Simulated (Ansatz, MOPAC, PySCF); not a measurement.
Molecule: methyl ethyl ether, C$_{3}$H$_{8}$O, net charge 0, singlet state. SMILES: CCOC
Geometry: optimised at B3LYP-D3(BJ)/def2-TZVP (Ansatz, a first-principles code).

PM6 beside other levels, property by property. Conventions: non-relativistic; dispersion terms only where a functional's name holds one; valence correlation only; UHF or UKS for open shells; 6-31G* and kin with 6d, 5d where marked; no spin-orbit coupling. Basis-set limits of correlation are two-point, X^-3; Hartree-Fock from the larger set. The bracket is a focal-point correction in the basis named. First-principles rows: single points at B3LYP-D3(BJ) geometries (Ansatz), with unscaled harmonic terms from B3LYP/6-31G* at its own minima, enthalpies of formation by atomisation with measured atoms. Semi-empirical rows: MOPAC heats of formation at their own minima for 298 K, the proton's as measured; dipoles at the shared geometry.

Measured values: G2/97 table in ASE (Curtiss et al.); NIST CCCBDB, as tabulated in the package chemicals; they hold spin-orbit and core effects, anharmonicity and other conformers. Coupled cluster (Ansatz) is a level with limits of its own, used here on species with T1 under 0.025 (0.045 for open shells) and stable references: (a) RI-MP2/CBS(cc-pVTZ,cc-pVQZ)+[CCSD(T)-MP2]/cc-pVDZ; (b) RI-MP2/CBS(cc-pVTZ,cc-pVQZ)+[CCSD(T)-MP2]/cc-pVTZ.

| property | PM6 (MOPAC) | BP86/def2-SVP (PySCF) | B3LYP/STO-3G (Ansatz) | M06-2X/6-31G* (5d) (PySCF) | to compare with |
|---|---|---|---|---|---|
| C-H bond dissociation enthalpy at 298 K, to [CH2]COC + H atom (kcal/mol) | 85.4 | 100.9 | 130.1 | 103.2 | 103.4 coupled cluster (a) |
| C-C bond dissociation enthalpy at 298 K, to [CH2]OC + [CH3] (CH3) (kcal/mol) | 59.2 | 84.7 | 102.8 | 92.2 | 87.9 coupled cluster (b) |
| enthalpy of formation at 298 K (kcal/mol) | -52.2 | -85.4 | -239.9 | -54.3 | -51.7 measured |
| C-H bond dissociation enthalpy at 298 K, to C[CH]OC + H atom (kcal/mol) | 73.3 | 90.8 | 114.7 | 95.3 | 96.3 coupled cluster (a) |
| C-O bond dissociation enthalpy at 298 K, to C[O] (CH3O) + [CH2]C (C2H5) (kcal/mol) | 69.1 | 81.8 | 89.5 | 88.6 | 84.7 measured |
| C-H bond dissociation enthalpy at 298 K, to [CH2]OCC + H atom (kcal/mol) | 76.3 | 93.1 | 117.7 | 97.3 | 97.5 coupled cluster (a) |
| size of the dipole moment (D) | 1.77 | 1.08 | 1.03 | 1.21 | 1.23 measured |
| proton affinity at O (heteroatom site), enthalpy at 298 K, to CC[OH+]C (kcal/mol) | 193.8 | 193.8 | 241.6 | 191.7 | 193.8 coupled cluster (b) |

As the rows show:
- C-H bond dissociation enthalpy at 298 K, to [CH2]COC + H atom: PM6 lies 18.0 kcal/mol below coupled cluster.
- C-C bond dissociation enthalpy at 298 K, to [CH2]OC + [CH3] (CH3): PM6 lies 28.7 kcal/mol below coupled cluster.
- enthalpy of formation at 298 K: PM6 lies 0.5 kcal/mol below the measured value.
- C-H bond dissociation enthalpy at 298 K, to C[CH]OC + H atom: PM6 lies 23.0 kcal/mol below coupled cluster.
- C-O bond dissociation enthalpy at 298 K, to C[O] (CH3O) + [CH2]C (C2H5): PM6 lies 15.6 kcal/mol below the measured value.
- C-H bond dissociation enthalpy at 298 K, to [CH2]OCC + H atom: PM6 lies 21.2 kcal/mol below coupled cluster.
- size of the dipole moment: PM6 lies 0.54 D above the measured value.
- proton affinity at O (heteroatom site), enthalpy at 298 K, to CC[OH+]C: PM6 equals coupled cluster.

The properties are those with a value to compare with, at most eight drawn at random. No case is left out for the size of its miss. Left out are saddle points of the reference geometry, anions that the best level run finds unbound, excited spin states, species near biochemistry, cases with under five habitual levels, runs that failed or whose electronic state is in doubt, and table entries that another table contradicts.
